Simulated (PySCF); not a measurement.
**Worked example: correlation energy of HF, singlet**

Geometry: MP2(full)/6-31G*, from the G2/97 set.

| atom | x (Å) | y (Å) | z (Å) |
| --- | --- | --- | --- |
| F | 0.0000 | 0.0000 | 0.0000 |
| H | 0.0000 | 0.0000 | 0.9339 |

Basis STO-3G; PySCF 2.14.0. Only valence electrons are correlated (noble-gas cores frozen), which leaves 8 electrons in 5 orbitals. R marks a restricted (for open shells ROHF) determinant.

Full CI is exact within this basis and frozen core; it isn't the basis-set limit.

```json
{"level": "RHF", "total energy (hartree)": "-98.572219"}
{"level": "RMP2", "total energy (hartree)": "-98.590278"}
{"level": "RCCSD", "total energy (hartree)": "-98.599352"}
{"level": "RCCSD(T)", "total energy (hartree)": "-98.599352"}
{"level": "RCCSDT", "total energy (hartree)": "-98.599352"}
{"level": "RCCSDT(Q)", "total energy (hartree)": "-98.599352"}
{"level": "full CI", "total energy (hartree)": "-98.599352"}
```

Task: What is the correlation energy at full CI, and what share of it do RMP2 and RCCSD recover?

Result: E(corr) = -98.599352 − (-98.572219) = -0.027133 hartree = -0.738 eV. RMP2: -0.018059 / -0.027133 = 66.56 %. RCCSD: -0.027133 / -0.027133 = 100.00 %.

Task: By how many kcal/mol does RCCSD(T) miss full CI (1 hartree = 627.509 kcal/mol), and which steps make up the rest?

Result: -98.599352 − (-98.599352) = 0.000000 hartree = 0.00 kcal/mol. Steps: RCCSDT − RCCSD(T) = 0.00, RCCSDT(Q) − RCCSDT = 0.00, full CI − RCCSDT(Q) = 0.00 kcal/mol. That is within 1 kcal/mol of the reference in this basis, which itself misses far more of the correlation at the basis-set limit.
